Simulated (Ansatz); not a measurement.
A made-up structure of CH4NSi (charge -1), closed shell:

```
7
angstrom
C -0.9613 -1.7187 0.1713
N 0.1543 -1.1549 -0.1810
Si 0.5157 0.5213 -0.1349
H -1.7315 -0.9394 0.5394
H 0.9045 1.0535 -1.4889
H -0.5766 -2.7035 0.2473
H 1.7177 0.8173 0.7227
```

It is relaxed with PBE-D4/def2-SVPD and then PBE0-D4/def2-TZVPD (Ansatz 0.2.0). Atoms count as bonded within 1.22 times the sum of their covalent radii (H–H: 0.88 Å). The end point is not checked to be a true minimum.

(1) Does its bonding change? (Judge from chemistry; the calculation decides.)

## Answers

(1) Computed: No: no bond forms or breaks.

Where it ends: The first stage lowers the energy by 1.92 eV in 18 steps. It ends as CH₄NSi ([CH2][N][SiH2]), total charge -1:
```csv
atom,x (Å),y (Å),z (Å)
C1,-0.7103,-1.6160,0.1407
N2,0.2535,-0.9716,0.6298
Si3,0.6269,0.7709,0.3745
H4,-1.3972,-1.2122,-0.6311
H5,0.0870,0.9649,-1.0706
H6,-0.9325,-2.6492,0.4606
H7,2.0953,0.5889,-0.0280
```

Labels in which every atom is bracketed show which atoms are joined, not bond orders.

For scale, one of the runs: PBE0-D4/def2-TZVPD relaxation, 153 basis functions, launched by `ansatz run in.yaml --threads 2 --pin off --events-out ev --progress --plain --max-ram 4352MiB`. The run took about 25 s on 2 CPU threads of an Arm Neoverse V1 (shared host).
